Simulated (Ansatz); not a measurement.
**H₂O (singlet): wave-function methods side by side at angle H2–O1–H3 = 86.1°, 6-31G**

Aim: climb from Hartree-Fock through coupled cluster and multireference methods for H₂O (singlet) at one geometry and basis, and see what each rung misses.

Method: 6-31G, core rule «outside noble gas», up to 1 orbitals frozen; program: Ansatz 0.2.0, Gaussian basis.

The runs, in order: UHF; CCSD(T) on RHF; BCCD(T) on RHF; CISD; CCSDT(Q) on RHF; CCSDTQ on RHF; CASSCF and MRCISD+Q, 2 electrons in 2 orbitals; CASSCF and NEVPT2, 2 electrons in 2 orbitals; CASSCF and MRCISD+Q, 8 electrons in 6 orbitals; CASSCF and NEVPT2, 8 electrons in 6 orbitals; Full CI.

9 further runs of the same task are left out: 1 for a mislabelled method, 4 that didn't finish, 4 set aside as unsound or not needed.

### 1 The geometry

The geometry derives from a PBE0/def2-TZVP stationary point (not a proven minimum). One angle is set to the value named; bond lengths are kept.

3 atoms, charge 0, spin multiplicity 1.

Atoms are counted from 1 here; the program's logs count them from 0.

Bond lengths: O1–H2 0.960 Å, O1–H3 0.960 Å. Angles: H2–O1–H3 86.1°.

Geometry (Å):

```xyz
3
charge 0, multiplicity 1
O     0.0000   -0.0785    0.0000
H     0.0000    0.6227   -0.6550
H     0.0000    0.6227    0.6550
```

### 2 UHF

in.yaml reads:

```yaml
crystal:
  periodic: [false, false, false]
  atoms:
    - {symbol: O, position_ang: [0.000000, -0.078461, 0.000000]}
    - {symbol: H, position_ang: [0.000000, 0.622723, -0.655010]}
    - {symbol: H, position_ang: [0.000000, 0.622723, 0.655010]}
basis:
  gaussian: {orbitals: 6-31G}
magnetization: {spin_polarized: true, initial_magnetization: 0}
hamiltonian: {xc: hf}
output: {orbitals: {seedname: orbitals}}
```

Run with:

```
$ ansatz run in.yaml --threads 1 --pin off --events-out ev --progress --plain --max-ram 2393MiB
```

The runs that follow: CCSD(T) on RHF; BCCD(T) on RHF; CISD; CCSDT(Q) on RHF; CCSDTQ on RHF; CASSCF and MRCISD+Q, 2 electrons in 2 orbitals; CASSCF and NEVPT2, 2 electrons in 2 orbitals; CASSCF and MRCISD+Q, 8 electrons in 6 orbitals; CASSCF and NEVPT2, 8 electrons in 6 orbitals; Full CI.

Q: Predict the results of all the runs planned. Wanted: FCI below the RHF energy; RMP2 from FCI; RCCSD from FCI; RCCSD(T) from FCI; RCCSDT(Q) from FCI; NEVPT2 pair from FCI; MRCISD+Q pair from FCI; NEVPT2 valence from FCI; T1 diagnostic.

As calculated:

| quantity | value |
| --- | --- |
| FCI below the RHF energy | -3.7562 eV |
| RMP2 from FCI | +222.2 meV |
| RCCSD from FCI | +43.6 meV |
| RCCSD(T) from FCI | +14.9 meV |
| RCCSDT(Q) from FCI | -0.4 meV |
| NEVPT2 pair from FCI | +145.3 meV |
| MRCISD+Q pair from FCI | +35.2 meV |
| NEVPT2 valence from FCI | +289.9 meV |
| levels within 1 kcal/mol (43 meV) | RCCSD(T), BCCD(T), RCCSDT, RCCSDT(Q), RCCSDTQ, MRCISD+Q pair, MRCISD+Q valence |
| T1 diagnostic | 0.007 |
| effectively unpaired electrons | 0.02 |

What this shows: RCCSD(T) misses by +14.9 meV, 0.4 % of the correlation energy. One determinant dominates. Of the multireference levels listed MRCISD+Q valence comes nearest in total energy (+18.3 meV), which doesn't show that its space is the better one. These misses are within one basis, not against nature.
